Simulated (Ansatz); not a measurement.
For zinc-blende MgS (metastable phase), LDA (PAW; Ansatz, a program for electronic structure) gives:

lattice parameter a: 5.594 Å
bulk modulus: 61.5 GPa
cohesive energy: 4.27 eV/atom
band gap at the measured cell: 3.29 eV

Problem. What does HSE06 (Ansatz, plane waves, PAW) give for the same quantities?

Solution. 
- lattice constant a: 5.663 Å (rises by 1.2 %)
- bulk modulus: 59.5 GPa (drops by 3.3 %)
- cohesive energy: 3.76 eV/atom (decreases by 0.51 eV/atom)
- band gap at the measured cell: 4.64 eV (grows by 1.35 eV)

For comparison: band gap 4.78 ± 0.1 eV (measured, temperature not stated, extrapolated in composition from an alloy gap of 4.19 eV, direct; extrapolated from a Zn0.2Mg0.8S0.645Se0.355 epilayer; as tabulated in Lucero et al. (2012), arXiv:1111.4515).

Changes are worked out from the printed values.

Unless a cell is named, each level is at its own relaxed cell (LDA 21.88, HSE06 22.70 Å³/atom).

Density-functional gaps are differences of (generalised) Kohn–Sham levels.

Ansatz's density-functional and Hartree–Fock values are scalar-relativistic unless marked +SOC, with PAW data made under PBE.
